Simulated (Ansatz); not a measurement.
## Worked example: H₂Si–N⁺, quintet against H₂Si–N, quartet

Geometry (PBE0/def2-TZVP stationary point of a quartet), kept for both states (H2Si–N, quartet: B2; H2Si–N⁺, quintet: B2):

```xyz
4

Si    0.0000    0.0000    0.5558
N     0.0000    0.0000   -1.2927
H     0.0000    1.3020    1.2391
H     0.0000   -1.3020    1.2391
```

Basis 6-31G; Ansatz 0.2.0. Only valence electrons are correlated (noble-gas cores frozen). R marks a restricted (for open shells ROHF) determinant, U an unrestricted one.

Full CI is exact within this basis and frozen core; it isn't the basis-set limit. The frozen core follows each run's orbitals, which can shift R against U totals by a few meV.

| level | E(H2Si–N, quartet) (hartree) | E(H2Si–N⁺, quintet) (hartree) |
| --- | --- | --- |
| UHF | -344.338181 | -343.991620 |
| UMP2 | -344.432928 | -344.058932 |
| UCCSD(T) | -344.462646 | -344.087416 |
| PBE | -344.966831 | -344.556816 |
| PBE0 | -344.998964 | -344.590341 |
| full CI | -344.463495 | -344.087986 |

Give the vertical gap, H2Si–N⁺ quintet less H2Si–N quartet, at each level in eV (1 hartree = 27.2114 eV), and each error against full CI.

full CI: (-344.087986 − (-344.463495)) × 27.2114 = 10.218 eV (the reference)
PBE0: (-344.590341 − (-344.998964)) × 27.2114 = 11.119 eV, error 0.901 eV
PBE: (-344.556816 − (-344.966831)) × 27.2114 = 11.157 eV, error 0.939 eV
UCCSD(T): (-344.087416 − (-344.462646)) × 27.2114 = 10.211 eV, error -0.007 eV
UMP2: (-344.058932 − (-344.432928)) × 27.2114 = 10.177 eV, error -0.041 eV
UHF: (-343.991620 − (-344.338181)) × 27.2114 = 9.430 eV, error -0.788 eV

Total energies of functionals can't be set beside those of wave-function methods, since they hold the core's correlation and their own absolute errors; only the differences compare.

The set has no polarisation functions, so the order and spacing of states can differ from the basis-set limit.

In so small a basis the reference is far from its limit while semilocal and hybrid functionals are nearer theirs, so the functionals' errors here hold much of the reference's basis and frozen-core error, which can add to them or hide them.

Each level lands on the state that its own search finds. T1 diagnostics of restricted CCSD: 0.019 and 0.021.
